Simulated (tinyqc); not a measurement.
Worked calculation: Pariser-Parr-Pople SCF with singles CI, for the molecule O=CC=O (SMILES; centres numbered as the heavy atoms are written). Computed by tinyqc, a small Python program that keeps every step. Settings: charge = 0, gamma = Ohno, start = huckel, damping = 0.3, iteration cap = 71, excitations kept = 4. Command: `OMP_NUM_THREADS=1 python tinyqc.py 29711 29712 out.jsonl` (the two numbers bound the seeds that draw the settings). One thread of a shared host (Intel(R) Xeon(R) Processor @ 2.60GHz), about 0.01 s of CPU time with the checks. Later iterations appear only in the table of the cycle.

## PPP integrals

Centres (angstrom, eV; a flat drawing with bonds scaled to 1.40 angstrom):
```
centre          x          y  core charge z          W   gamma_rr
1O       1.848000  -0.127000              1  17.700000  15.200000
2C       0.559000   0.421000              1  11.160000  11.130000
3C      -0.559000  -0.421000              1  11.160000  11.130000
4O      -1.848000   0.127000              1  17.700000  15.200000
```

Resonance integrals (eV):
```
i  j       beta
1  2  -2.510000
2  3  -2.390000
3  4  -2.510000
```

Ohno: gamma = 14.399645/sqrt(R^2 + a^2), a = 2 x 14.399645/(gamma_rr + gamma_ss); H_rr = -W_r - sum_(s != r) z_s gamma_rs; H_rs = beta for bonds.

repulsion gamma_rs (eV), order 1O, 2C, 3C, 4O:
```
[[15.200000, 8.102761, 5.413077, 3.765672],
 [8.102761, 11.130000, 7.555018, 5.413077],
 [5.413077, 7.555018, 11.130000, 8.102761],
 [3.765672, 5.413077, 8.102761, 15.200000]]
```

core matrix H (eV), order 1O, 2C, 3C, 4O:
```
[[-34.981510, -2.510000, 0.000000, 0.000000],
 [-2.510000, -32.230856, -2.390000, 0.000000],
 [0.000000, -2.390000, -32.230856, -2.510000],
 [0.000000, 0.000000, -2.510000, -34.981510]]
```

## Starting guess

pi electrons, sum of z_r less the charge = 4

Orbitals of the Hueckel matrix of the beta values.

P at the start, order 1O, 2C, 3C, 4O:
```
[[1.000000, 0.902894, 0.000000, -0.429864],
 [0.902894, 1.000000, 0.429864, 0.000000],
 [0.000000, 0.429864, 1.000000, 0.902894],
 [-0.429864, 0.000000, 0.902894, 1.000000]]
```

## Iteration 1: Fock matrix

F_rr = H_rr + P_rr gamma_rr / 2 + sum_(s != r) P_ss gamma_rs; F_rs = H_rs - P_rs gamma_rs / 2; E = tr P (H + F) / 2 + core repulsion sum_(r<s) z_r z_s gamma_rs.

F (eV), order 1O, 2C, 3C, 4O:
```
[[-10.100000, -6.167966, 0.000000, 0.809363],
 [-6.167966, -5.595000, -4.013814, 0.000000],
 [0.000000, -4.013814, -5.595000, -6.167966],
 [0.809363, 0.000000, -6.167966, -10.100000]]
```

pi energy = -63.326246 eV

## Iteration 1: orbitals and new P

Diagonalise F (the basis is taken as orthonormal) and form P = 2 sum c c over the lowest orbitals; 0.3 of the old P is kept.

orbital energies (eV): [-15.619743, -13.978161, -3.279708, 1.487612]

P after iteration 1, order 1O, 2C, 3C, 4O:
```
[[1.202078, 0.899922, 0.070714, -0.349086],
 [0.899922, 0.797922, 0.349086, 0.070714],
 [0.070714, 0.349086, 0.797922, 0.899922],
 [-0.349086, 0.070714, 0.899922, 1.202078]]
```

## Iteration 2: Fock matrix

As before.

F (eV), order 1O, 2C, 3C, 4O:
```
[[-10.534501, -6.155924, -0.191390, 0.657272],
 [-6.155924, -5.515014, -3.708676, -0.191390],
 [-0.191390, -3.708676, -5.515014, -6.155924],
 [0.657272, -0.191390, -6.155924, -10.534501]]
```

pi energy = -64.462468 eV

## Iteration 2: orbitals and new P

As before.

orbital energies (eV): [-15.906179, -14.088342, -3.194739, 1.090231]

P after iteration 2, order 1O, 2C, 3C, 4O:
```
[[1.295035, 0.894584, 0.095681, -0.303148],
 [0.894584, 0.704965, 0.303148, 0.095681],
 [0.095681, 0.303148, 0.704965, 0.894584],
 [-0.303148, 0.095681, 0.894584, 1.295035]]
```

## Iteration 3: Fock matrix

As before.

F (eV), order 1O, 2C, 3C, 4O:
```
[[-10.734374, -6.134299, -0.258964, 0.570778],
 [-6.134299, -5.478219, -3.535145, -0.258964],
 [-0.258964, -3.535145, -5.478219, -6.134299],
 [0.570778, -0.258964, -6.134299, -10.734374]]
```

pi energy = -64.919768 eV

## Iteration 3: orbitals and new P

As before.

orbital energies (eV): [-16.007559, -14.136216, -3.169401, 0.887989]

P after iteration 3, order 1O, 2C, 3C, 4O:
```
[[1.337965, 0.890708, 0.103556, -0.277683],
 [0.890708, 0.662035, 0.277683, 0.103556],
 [0.103556, 0.277683, 0.662035, 0.890708],
 [-0.277683, 0.103556, 0.890708, 1.337965]]
```

## Convergence

Stop when output and input P, before any damping, agree to 1e-7.

Course of the cycle:
```
iteration        E (eV)  largest |P(out) - P(in)|
1          -63.32624630                  2.89e-01
2          -64.46246784                  1.33e-01
3          -64.91976827                  6.13e-02
4          -65.08382388                  2.86e-02
5          -65.13961633                  1.35e-02
6          -65.15806311                  6.42e-03
7          -65.16406677                  3.56e-03
8          -65.16600361                  2.03e-03
9          -65.16662568                  1.16e-03
10         -65.16682517                  6.70e-04
11         -65.16688918                  3.88e-04
...                 ...                       ...
17         -65.16691954                  1.53e-05
18         -65.16691956                  9.00e-06
19         -65.16691957                  5.29e-06
20         -65.16691957                  3.11e-06
21         -65.16691957                  1.83e-06
22         -65.16691957                  1.08e-06
23         -65.16691957                  6.33e-07
24         -65.16691957                  3.73e-07
25         -65.16691957                  2.20e-07
26         -65.16691957                  1.29e-07
27         -65.16691957                  7.62e-08
```

Converged in 27 iterations.

## Converged orbitals

Charges are z - P_rr.

orbital energies (eV): [-16.046909, -14.184083, -3.163021, 0.684351]

coefficients, order 1O, 2C, 3C, 4O:
```
[[0.531657, 0.636708, -0.466199, -0.307575],
 [0.466199, 0.307575, 0.531657, 0.636708],
 [0.466199, -0.307575, 0.531657, -0.636708],
 [0.531657, -0.636708, -0.466199, 0.307575]]
```

pi charges: [-0.376112, 0.376112, 0.376112, -0.376112]

## Singles CI, singlets

Over the 4 single excitations with the smallest orbital gaps: A = (e_a - e_i) delta + 2 (ia|jb) - (ij|ab), with (pq|rs) = sum c_mp c_mq gamma_mn c_nr c_ns. f = 2/3 w |mu|^2 in atomic units, mu = sqrt2 sum c_ia sum_m c_mi c_ma R_m.

singlet CI matrix (eV), order 2>3, 1>3, 2>4, 1>4:
```
[[6.394160, 0.000000, 0.000000, -0.505575],
 [0.000000, 7.430694, -0.122346, 0.000000],
 [0.000000, -0.122346, 8.925029, 0.000000],
 [-0.505575, 0.000000, 0.000000, 10.209516]]
```

singlet excitation energies (eV): [6.328303, 7.420743, 8.934979, 10.275373]

oscillator strengths: [1.050838, 0.000000, 0.000000, 0.164573]

## Singles CI, triplets

Over the 4 single excitations with the smallest orbital gaps: A = (e_a - e_i) delta - (ij|ab), with (pq|rs) = sum c_mp c_mq gamma_mn c_nr c_ns.

triplet CI matrix (eV), order 2>3, 1>3, 2>4, 1>4:
```
[[3.026328, 0.000000, 0.000000, -2.184108],
 [0.000000, 4.821245, -2.184108, 0.000000],
 [0.000000, -2.184108, 7.296001, 0.000000],
 [-2.184108, 0.000000, 0.000000, 8.770973]]
```

triplet excitation energies (eV): [2.290249, 3.548358, 8.568889, 9.507052]
